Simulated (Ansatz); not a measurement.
# AlH6OSi+ (SMILES [AlH2][OH+][SiH3]): functionals against CCSD(T) at one geometry

Aim: energy, forces and dipole at a frame of a short trajectory, from CCSD(T) and from density functionals.

Method: single points in def2-TZVPP; program: Ansatz 0.2.0, Gaussian basis.

Cores are frozen in the correlated methods.

## 1. The system as given

SMILES `[AlH2][OH+][SiH3]`, 9 atoms, charge 1, spin multiplicity 1.

Atoms are counted from 1 here; the program's logs count them from 0.

Bond lengths: Al1–O2 1.770 Å, Al1–H4 1.654 Å, Al1–H5 1.613 Å, O2–Si3 1.885 Å, O2–H6 0.970 Å, Si3–H7 1.574 Å, Si3–H8 1.457 Å, Si3–H9 1.460 Å. Angles: O2–Al1–H4 111.1°, O2–Al1–H5 112.6°, H4–Al1–H5 136.3°, Al1–O2–Si3 133.1°, Al1–O2–H6 117.3°, Si3–O2–H6 109.3°, O2–Si3–H7 103.0°, O2–Si3–H8 104.7°, O2–Si3–H9 94.6°, H7–Si3–H8 116.4°, H7–Si3–H9 121.9°, H8–Si3–H9 111.4°.

Coordinates:

```xyz
9
charge 1, multiplicity 1
Al   -0.58767   -0.12110   -1.70530
O     0.45180   -0.21317   -0.27557
Si    0.19034    0.23358    1.53699
H    -2.07990    0.47809   -1.31998
H     0.15912   -0.61728   -3.04640
H     1.30738   -0.65926   -0.37555
H     1.31835    1.29808    1.80565
H     0.31041   -1.03134    2.25000
H    -1.20758    0.61669    1.36363
```

## 2. PBE-D4/def2-TZVPP

Contents of run/in.yaml:

```yaml
crystal:
  periodic: [false, false, false]
  atoms:
    - {symbol: Al, position_ang: [-0.587672, -0.121097, -1.705296]}
    - {symbol: O, position_ang: [0.451801, -0.213171, -0.275572]}
    - {symbol: Si, position_ang: [0.190345, 0.233579, 1.536986]}
    - {symbol: H, position_ang: [-2.079900, 0.478090, -1.319985]}
    - {symbol: H, position_ang: [0.159121, -0.617283, -3.046402]}
    - {symbol: H, position_ang: [1.307380, -0.659264, -0.375550]}
    - {symbol: H, position_ang: [1.318352, 1.298084, 1.805654]}
    - {symbol: H, position_ang: [0.310411, -1.031345, 2.250002]}
    - {symbol: H, position_ang: [-1.207584, 0.616689, 1.363625]}
basis:
  gaussian: {orbitals: def2-TZVPP}
total_charge: 1
hamiltonian: {xc: pbe, dispersion: d4}
output: {forces: true}
```

Command:

```bash
$ ansatz run in.yaml --threads 2 --pin off --events-out ev --progress --plain --max-ram 3481MiB
```

## 3. r2SCAN-D4/def2-TZVPP

run/in.yaml, as its differences from that of step 2:

```diff
@@ -15,3 +15,3 @@
 total_charge: 1
-hamiltonian: {xc: pbe, dispersion: d4}
+hamiltonian: {xc: r2scan, dispersion: d4}
 output: {forces: true}
```

## 4. PBE0-D4/def2-TZVPP

run/in.yaml, as its differences from that of step 3:

```diff
@@ -15,3 +15,3 @@
 total_charge: 1
-hamiltonian: {xc: r2scan, dispersion: d4}
-output: {forces: true}
+hamiltonian: {xc: pbe0, dispersion: d4}
+output: {forces: true, orbitals: {seedname: orbitals}}
```

## 5. wB97M-V/def2-TZVPP

run/in.yaml, as its differences from that of step 4:

```diff
@@ -15,3 +15,3 @@
 total_charge: 1
-hamiltonian: {xc: pbe0, dispersion: d4}
-output: {forces: true, orbitals: {seedname: orbitals}}
+hamiltonian: {xc: {name: wB97M-V}}
+output: {forces: true}
```

## 6. CCSD(T)/def2-TZVPP

run/in.yaml, as its differences from that of step 5:

```diff
@@ -15,3 +15,3 @@
 total_charge: 1
-hamiltonian: {xc: {name: wB97M-V}}
+correlation: {method: ccsd_t}
 output: {forces: true}
```

(Steps that only read results are left out.)

Q: Predict the outcome of this session. Wanted: energy less free atoms, CCSD(T)/def2-TZVPP; RMS force component; RMS force error; HOMO and LUMO, PBE0-D4; T1 diagnostic.

The runs gave:

```
                                  quantity                                                             value
energy less free atoms, CCSD(T)/def2-TZVPP                                                    -1931.4 kJ/mol
                       RMS force component                              0.728 to 0.798 eV/Å over the methods
                           RMS force error  PBE-D4 0.166, r2SCAN-D4 0.058, PBE0-D4 0.066, wB97M-V 0.055 eV/Å
                    HOMO and LUMO, PBE0-D4                                               -13.40 and -6.14 eV
                             T1 diagnostic                                                             0.011
```

In words: Against CCSD(T) the functionals' energies less atoms differ by -57.2 to +15.1 kJ/mol, PBE-D4 by -5.7 kJ/mol. A larger basis would deepen the CCSD(T) value, while the functionals are nearly converged already, so the order here is not reliable. For forces wB97M-V does best and PBE-D4 worst. Frozen-core CCSD(T) forces in triple zeta carry basis errors of their own, and this is one geometry, so small gaps rank nothing.
